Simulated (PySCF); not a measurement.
Species: methyl thiocyanate, C2H3NS.
Numbering: `[CH3:1][S:2][C:3]#[N:4]` (hydrogens: H5, H6, H7 on C1)

Computed with PySCF at wB97X-D/pcSseg-2, non-relativistic, on one gas-phase PBE0-D3(BJ)/def2-TZVP geometry that isn't relaxed in the solvent. The solvent is an IEF-PCM continuum (Bondi radii, 1.10 Å for H, scaled by 1.2). Only the electrostatic response of the medium enters.

Gas phase at wB97X-D/pcSseg-2: HOMO -9.51 eV, LUMO 0.91 eV, dipole 4.27 D.

Task: What does the continuum do to the energy, the frontier levels and the dipole at wB97X-D/pcSseg-2 in chloroform?

Result: 
| solvent | ε | E(solvent) − E(gas) (kcal/mol) | polarisation term (kcal/mol) | distortion of the solute (kcal/mol) | HOMO (eV) | LUMO (eV) | dipole (D) |
| --- | --- | --- | --- | --- | --- | --- | --- |
| chloroform | 4.711 | -4.69 | -5.55 | 0.86 | -9.43 | 1.06 | 5.26 |

Polarisation term: ½ Σ q·V over the induced surface charges. Distortion: the rise of the solute's own energy as its density leaves the gas-phase optimum.

Task: Which radius a makes the point-dipole formula ΔE = −[(ε − 1)/(2ε + 1)]·μ²/a³ give the value in chloroform, with the gas-phase dipole?

Result: μ = 1.680 au and |ΔE| = 0.00748 Eh give a = 2.71 Å; the farthest nucleus lies 2.68 Å from the centroid of the nuclei. The formula assumes a rigid point dipole at the centre of a sphere.

wB97X-D is run here without its empirical dispersion term; that term would change no orbital, density or response property at a fixed geometry.
